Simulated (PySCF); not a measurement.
C6H10.
Atom-mapped SMILES: `[CH3:1][CH:2]([CH3:3])[CH:4]1[CH:5]=[CH:6]1` (hydrogens: H7, H8, H9 on C1; H10 on C2; H11, H12, H13 on C3; H14 on C4; H15 on C5; H16 on C6)

Cartesian coordinates in Å at the PBE0-D3(BJ)/def2-SVP level; atoms count from 1:
```xyz
16
C6H10 angstrom
C     -0.6214    1.6300   -0.0490
C     -0.4456    0.1171   -0.1282
C     -1.5469   -0.6145    0.6320
C      0.9267   -0.2918    0.3853
C      2.1372   -0.3308   -0.4992
C      1.6614   -1.4868   -0.1454
H     -1.6041    1.9449   -0.4340
H      0.1541    2.1539   -0.6291
H     -0.5474    1.9781    0.9949
H     -0.4971   -0.1839   -1.1903
H     -1.5137   -0.3640    1.7056
H     -1.4377   -1.7065    0.5427
H     -2.5468   -0.3417    0.2594
H      1.0673   -0.0241    1.4494
H      2.8754    0.2513   -1.0449
H      1.7128   -2.5719   -0.1808
```

The calculation used PySCF, PBE0-D3(BJ)/def2-SVP geometry optimisation, gas phase.

Masses are those of the commonest isotopes; rigid-rotor values at the optimised geometry. The values belong to one conformer with, in the numbering `[CH3:1][CH:2]([CH3:3])[CH:4]1[CH:5]=[CH:6]1`, C1–C2–C4–C5 -87°.

Problem. Give the principal moments of inertia and the rotational constants in MHz.

Solution. Ia = 81.03, Ib = 190.32, Ic = 248.57 u·Å²; 505379 MHz·u·Å²/I gives A = 6237, B = 2655, C = 2033 MHz.

Problem. What kind of rotor is it?

Solution. An asymmetric top: κ = (2 × 2655 − 6237 − 2033)/(6237 − 2033) = -0.70.

Problem. What does the inertial defect say?

Solution. Not planar: Δ = Ic − Ia − Ib = -22.77 u·Å². For a rigid frame Δ = −2 Σ m c², so Σ m c² = 11.39 u·Å² lies off the ab plane: 7.64 from hydrogen and 3.75 from heavier atoms. The atom farthest from that plane is 1.55 Å away.

Problem. Where do the levels up to J = 4 lie, in MHz?

Solution. Above 0(0,0):
J = 1: 1(0,1) 4689, 1(1,1) 8270, 1(1,0) 8893
J = 2: 2(0,2) 13992, 2(1,2) 17025, 2(1,1) 18892, 2(2,1) 29637, 2(2,0) 29712
J = 3: 3(0,3) 27767, 3(1,3) 30114, 3(1,2) 33842, 3(2,2) 43703, 3(2,1) 44068, 3(3,1) 63211, 3(3,0) 63217
J = 4: 4(0,4) 45835, 4(1,4) 47490, 4(1,3) 53675, 4(2,3) 62400, 4(2,2) 63451, 4(3,2) 82099, 4(3,1) 82138, 4(4,1) 109230, 4(4,0) 109230
Those of J = 1 are B + C, A + C and A + B.

Problem. Which types of transition are allowed, and where do some lines up to J = 3 fall?

Solution. The dipole components are |μa| = 0.43 D, |μb| = 0.00 D, |μc| = 0.25 D; the mirror of this Cs structure is the ac plane, so μb vanishes by symmetry and there are no b-type lines. The squared components, which scale the intensities, stand as 1.00 : 0.34 (a : c). Some lines, for components of 0.1 D or more:

```csv
type,branch,"J(Ka,Kc)",MHz,lower level (cm⁻¹)
a,Q,"3(2,1) ← 3(2,2)",365,1.458
a,Q,"1(1,0) ← 1(1,1)",622,0.276
a,Q,"2(1,1) ← 2(1,2)",1867,0.568
c,Q,"3(1,3) ← 3(0,3)",2346,0.926
c,Q,"2(1,2) ← 2(0,2)",3034,0.467
c,Q,"1(1,1) ← 1(0,1)",3582,0.156
a,R,"1(0,1) ← 0(0,0)",4689,0.000
a,R,"2(0,2) ← 1(0,1)",9303,0.156
c,Q,"3(2,2) ← 3(1,2)",9861,1.129
a,R,"2(1,1) ← 1(1,0)",10000,0.297
c,Q,"2(2,1) ← 2(1,1)",10745,0.630
a,R,"3(1,3) ← 2(1,2)",13088,0.568
a,R,"3(0,3) ← 2(0,2)",13776,0.467
c,R,"2(1,1) ← 1(0,1)",14204,0.156
a,R,"3(2,1) ← 2(2,0)",14356,0.991
a,R,"3(1,2) ← 2(1,1)",14950,0.630
c,Q,"3(3,1) ← 3(2,1)",19144,1.470
c,R,"3(1,2) ← 2(0,2)",19850,0.467
c,R,"2(2,0) ← 1(1,0)",20819,0.297
c,R,"2(2,1) ← 1(1,1)",21367,0.276
c,R,"3(2,1) ← 2(1,1)",25176,0.630
c,R,"3(2,2) ← 2(1,2)",26678,0.568
c,R,"3(3,0) ← 2(2,0)",33505,0.991
c,R,"3(3,1) ← 2(2,1)",33574,0.989
```

Whether it is a minimum is left open (no frequencies). Constants of a rigid frame at the computed geometry: no zero-point averaging, no centrifugal distortion. A rigid rotor knows nothing of internal rotation, which can split or shift real lines.
